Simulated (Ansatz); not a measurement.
## H3S⁺, singlet in cc-pVDZ: errors against RCCSDTQ

Geometry: a point of a stretch scan, not a stationary point.

```yaml
atoms:
  - { symbol: S, position_ang: [-0.0035, 0.0000, -0.0649] }
  - { symbol: H, position_ang: [1.2742, 0.0135, 0.7528] }
  - { symbol: H, position_ang: [-0.5920, 0.9874, 0.6565] }
  - { symbol: H, position_ang: [-0.5709, -0.9999, 0.6564] }
```

Basis cc-pVDZ; Ansatz 0.2.0. Only valence electrons are correlated (noble-gas cores frozen), which leaves 8 electrons in 28 orbitals. Prefix R: restricted or restricted open-shell reference. Active spaces: valence = (8e, 7o) chosen from the atoms' valence shells; pair = (2e, 2o) about the gap.

Full CI isn't at hand for all of this; RCCSDTQ serves as the reference, and is uncertain by about the last step of the cluster series.

- UHF ⟨S²⟩: 0.000
- T1 diagnostic (RCCSD): 0.0094
- largest doubles amplitude (RCCSD): 0.062

| level | E − E(RCCSDTQ) (kJ/mol) | share of correlation (%) | wall time |
| --- | --- | --- | --- |
| RHF | 473.3 | 0.00 | – |
| RMP2 | 83.6 | 82.34 | – |
| CISD | 35.3 | 92.54 | 0.95 s |
| RCCSD | 12.6 | 97.33 | – |
| RCCSD(T) | 2.1 | 99.55 | 0.91 s |
| BCCD(T) | 2.1 | 99.56 | 0.88 s |
| RCCSDT | 0.7 | 99.86 | – |
| RCCSDT(Q) | 0.1 | 99.99 | 2.8 s |
| CASSCF (pair space) | 420.8 | 11.09 | – |
| NEVPT2 (pair space) | 76.8 | 83.77 | 0.7 s |
| MRCISD (pair space) | 27.0 | 94.29 | – |
| MRCISD+Q (pair space) | -0.8 | 100.17 | 1.1 s |
| CASSCF (valence space) | 317.0 | 33.02 | – |
| NEVPT2 (valence space) | 68.4 | 85.55 | 2.1 s |
| MRCISD (valence space) | 14.7 | 96.89 | – |
| MRCISD+Q (valence space) | -0.3 | 100.07 | 3.1 s |

The correlation energy at RCCSDTQ, counted from RHF, is -4.905 eV. That run took 53 s on 1 thread of AMD EPYC, shared host.

Times hold each run's SCF and search for its determinant on a shared host, so for small cases they say little of a method's own cost; they ran on 1 thread of AMD EPYC.

Natural occupations of CASSCF (valence space) about the gap: 1.994 1.978 1.972 1.960 0.043 0.032 0.022; effectively unpaired electrons, Σ n²(2−n)², 0.02.
